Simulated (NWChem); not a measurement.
# Total energies of allene (C₃H₄)

SMILES: C=C=C
```xyz
7

C      0.0000     0.0000     1.3078
C      0.0000     0.0000     0.0000
C      0.0000     0.0000    -1.3078
H      0.0000    -0.9368     1.8749
H      0.0000     0.9368     1.8749
H      0.9368     0.0000    -1.8749
H     -0.9368     0.0000    -1.8749
```
Charge 0, spin multiplicity 1.

Program: NWChem. The geometry was optimised at PBE0/def2-SVP, a minimum by its harmonic frequencies.

Basis set: def2-TZVP (117 functions).

```json
[
 {"method": "RHF", "total energy (Ha)": "-115.90681", "relative cost": "1"},
 {"method": "MP2", "total energy (Ha)": "-116.37280", "relative cost": "under 3"},
 {"method": "B2PLYP", "total energy (Ha)": "-116.58643", "relative cost": "3"},
 {"method": "PBE", "total energy (Ha)": "-116.53938", "relative cost": "under 3"},
 {"method": "B3LYP", "total energy (Ha)": "-116.70788", "relative cost": "under 3"},
 {"method": "BHandHLYP", "total energy (Ha)": "-116.62251", "relative cost": "under 3"}
]
```

Total energies of different functionals aren't comparable as a measure of quality: only differences taken within one method are. The cost column gives rough processor time relative to RHF; each entry includes its own SCF.

The correlated methods keep 3 core orbitals frozen. B3LYP has NWChem's definition, with VWN1-RPA local correlation.
